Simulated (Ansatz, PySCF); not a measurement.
Breaking a bond: HF, singlet.

Levels of theory: UKS-B3LYP/6-31G* = PySCF with unrestricted B3LYP/6-31G*, spherical d; RKS-B3LYP/6-31G* = PySCF with restricted B3LYP/6-31G*, spherical d; RHF/STO-3G = restricted Hartree-Fock/STO-3G run with PySCF; FCI = full CI/def2-SVP, frozen core in Ansatz (a first-principles code).

Energies relative to the lowest point of each curve near equilibrium, in kcal/mol; the last columns give the difference from FCI:

```json
[
 {"R / Å": "0.74", "UKS-B3LYP/6-31G*": "40.1", "RKS-B3LYP/6-31G*": "40.1", "RHF/STO-3G": "59.9", "FCI": "37.3", "UKS-B3LYP/6-31G* − FCI": "2.9", "RKS-B3LYP/6-31G* − FCI": "2.9", "RHF/STO-3G − FCI": "22.6"},
 {"R / Å": "0.78", "UKS-B3LYP/6-31G*": "22.5", "RKS-B3LYP/6-31G*": "22.5", "RHF/STO-3G": "36.1", "FCI": "20.1", "UKS-B3LYP/6-31G* − FCI": "2.5", "RKS-B3LYP/6-31G* − FCI": "2.5", "RHF/STO-3G − FCI": "16.1"},
 {"R / Å": "0.84", "UKS-B3LYP/6-31G*": "7.1", "RKS-B3LYP/6-31G*": "7.1", "RHF/STO-3G": "13.7", "FCI": "5.5", "UKS-B3LYP/6-31G* − FCI": "1.5", "RKS-B3LYP/6-31G* − FCI": "1.5", "RHF/STO-3G − FCI": "8.1"},
 {"R / Å": "0.86", "UKS-B3LYP/6-31G*": "4.1", "RKS-B3LYP/6-31G*": "4.1", "RHF/STO-3G": "9.0", "FCI": "3.0", "UKS-B3LYP/6-31G* − FCI": "1.2", "RKS-B3LYP/6-31G* − FCI": "1.2", "RHF/STO-3G − FCI": "6.0"},
 {"R / Å": "0.89", "UKS-B3LYP/6-31G*": "1.3", "RKS-B3LYP/6-31G*": "1.3", "RHF/STO-3G": "4.0", "FCI": "0.7", "UKS-B3LYP/6-31G* − FCI": "0.6", "RKS-B3LYP/6-31G* − FCI": "0.6", "RHF/STO-3G − FCI": "3.3"},
 {"R / Å": "0.92", "UKS-B3LYP/6-31G*": "0.0", "RKS-B3LYP/6-31G*": "0.0", "RHF/STO-3G": "1.1", "FCI": "0.0", "UKS-B3LYP/6-31G* − FCI": "0.0", "RKS-B3LYP/6-31G* − FCI": "0.0", "RHF/STO-3G − FCI": "1.1"},
 {"R / Å": "0.95", "UKS-B3LYP/6-31G*": "0.0", "RKS-B3LYP/6-31G*": "0.0", "RHF/STO-3G": "0.0", "FCI": "0.6", "UKS-B3LYP/6-31G* − FCI": "-0.6", "RKS-B3LYP/6-31G* − FCI": "-0.6", "RHF/STO-3G − FCI": "-0.6"},
 {"R / Å": "0.96", "UKS-B3LYP/6-31G*": "0.2", "RKS-B3LYP/6-31G*": "0.2", "RHF/STO-3G": "0.0", "FCI": "1.0", "UKS-B3LYP/6-31G* − FCI": "-0.8", "RKS-B3LYP/6-31G* − FCI": "-0.8", "RHF/STO-3G − FCI": "-1.0"},
 {"R / Å": "1.03", "UKS-B3LYP/6-31G*": "4.5", "RKS-B3LYP/6-31G*": "4.5", "RHF/STO-3G": "3.9", "FCI": "6.7", "UKS-B3LYP/6-31G* − FCI": "-2.2", "RKS-B3LYP/6-31G* − FCI": "-2.2", "RHF/STO-3G − FCI": "-2.8"},
 {"R / Å": "1.08", "UKS-B3LYP/6-31G*": "9.5", "RKS-B3LYP/6-31G*": "9.5", "RHF/STO-3G": "10.0", "FCI": "12.6", "UKS-B3LYP/6-31G* − FCI": "-3.1", "RKS-B3LYP/6-31G* − FCI": "-3.1", "RHF/STO-3G − FCI": "-2.6"},
 {"R / Å": "1.14", "UKS-B3LYP/6-31G*": "16.9", "RKS-B3LYP/6-31G*": "16.9", "RHF/STO-3G": "19.7", "FCI": "20.9", "UKS-B3LYP/6-31G* − FCI": "-4.0", "RKS-B3LYP/6-31G* − FCI": "-4.0", "RHF/STO-3G − FCI": "-1.2"},
 {"R / Å": "1.25", "UKS-B3LYP/6-31G*": "32.4", "RKS-B3LYP/6-31G*": "32.4", "RHF/STO-3G": "41.8", "FCI": "37.7", "UKS-B3LYP/6-31G* − FCI": "-5.3", "RKS-B3LYP/6-31G* − FCI": "-5.3", "RHF/STO-3G − FCI": "4.1"},
 {"R / Å": "1.40", "UKS-B3LYP/6-31G*": "54.3", "RKS-B3LYP/6-31G*": "54.3", "RHF/STO-3G": "75.9", "FCI": "60.1", "UKS-B3LYP/6-31G* − FCI": "-5.8", "RKS-B3LYP/6-31G* − FCI": "-5.8", "RHF/STO-3G − FCI": "15.8"},
 {"R / Å": "1.48", "UKS-B3LYP/6-31G*": "65.5", "RKS-B3LYP/6-31G*": "65.5", "RHF/STO-3G": "94.5", "FCI": "70.9", "UKS-B3LYP/6-31G* − FCI": "-5.4", "RKS-B3LYP/6-31G* − FCI": "-5.4", "RHF/STO-3G − FCI": "23.6"},
 {"R / Å": "1.65", "UKS-B3LYP/6-31G*": "86.7", "RKS-B3LYP/6-31G*": "87.6", "RHF/STO-3G": "133.1", "FCI": "90.3", "UKS-B3LYP/6-31G* − FCI": "-3.6", "RKS-B3LYP/6-31G* − FCI": "-2.7", "RHF/STO-3G − FCI": "42.8"},
 {"R / Å": "1.85", "UKS-B3LYP/6-31G*": "102.8", "RKS-B3LYP/6-31G*": "109.6", "RHF/STO-3G": "173.7", "FCI": "106.6", "UKS-B3LYP/6-31G* − FCI": "-3.8", "RKS-B3LYP/6-31G* − FCI": "3.0", "RHF/STO-3G − FCI": "67.0"},
 {"R / Å": "2.02", "UKS-B3LYP/6-31G*": "111.1", "RKS-B3LYP/6-31G*": "125.1", "RHF/STO-3G": "202.5", "FCI": "115.6", "UKS-B3LYP/6-31G* − FCI": "-4.5", "RKS-B3LYP/6-31G* − FCI": "9.5", "RHF/STO-3G − FCI": "86.9"},
 {"R / Å": "2.28", "UKS-B3LYP/6-31G*": "118.7", "RKS-B3LYP/6-31G*": "143.8", "RHF/STO-3G": "236.6", "FCI": "123.2", "UKS-B3LYP/6-31G* − FCI": "-4.5", "RKS-B3LYP/6-31G* − FCI": "20.6", "RHF/STO-3G − FCI": "113.4"},
 {"R / Å": "2.48", "UKS-B3LYP/6-31G*": "122.1", "RKS-B3LYP/6-31G*": "154.8", "RHF/STO-3G": "255.8", "FCI": "126.0", "UKS-B3LYP/6-31G* − FCI": "-3.9", "RKS-B3LYP/6-31G* − FCI": "28.8", "RHF/STO-3G − FCI": "129.8"},
 {"R / Å": "2.75", "UKS-B3LYP/6-31G*": "124.8", "RKS-B3LYP/6-31G*": "166.1", "RHF/STO-3G": "274.6", "FCI": "127.7", "UKS-B3LYP/6-31G* − FCI": "-3.0", "RKS-B3LYP/6-31G* − FCI": "38.4", "RHF/STO-3G − FCI": "146.8"},
 {"R / Å": "3.23", "UKS-B3LYP/6-31G*": "126.8", "RKS-B3LYP/6-31G*": "178.8", "RHF/STO-3G": "294.6", "FCI": "128.7", "UKS-B3LYP/6-31G* − FCI": "-1.9", "RKS-B3LYP/6-31G* − FCI": "50.1", "RHF/STO-3G − FCI": "166.0"},
 {"R / Å": "3.63", "UKS-B3LYP/6-31G*": "127.3", "RKS-B3LYP/6-31G*": "184.8", "RHF/STO-3G": "304.1", "FCI": "128.9", "UKS-B3LYP/6-31G* − FCI": "-1.6", "RKS-B3LYP/6-31G* − FCI": "56.0", "RHF/STO-3G − FCI": "175.2"}
]
```

UKS-B3LYP/6-31G* is furthest from FCI at 1.40 (-5.8 kcal/mol, below); its mean absolute difference over the points is 2.8 kcal/mol.

RKS-B3LYP/6-31G* is furthest from FCI at 3.63 (56.0 kcal/mol, above); its mean absolute difference over the points is 11.1 kcal/mol.

RHF/STO-3G is furthest from FCI at 3.63 (175.2 kcal/mol, above); its mean absolute difference over the points is 47.1 kcal/mol.

The unrestricted determinant behind UKS-B3LYP/6-31G* is spin-contaminated at 1.65 to 3.63 Å (<S²> up to 1.0, against 0.00 for a pure singlet). The restricted form behind RKS-B3LYP/6-31G*, RHF/STO-3G keeps the bonding electrons paired and can't separate into open-shell fragments.
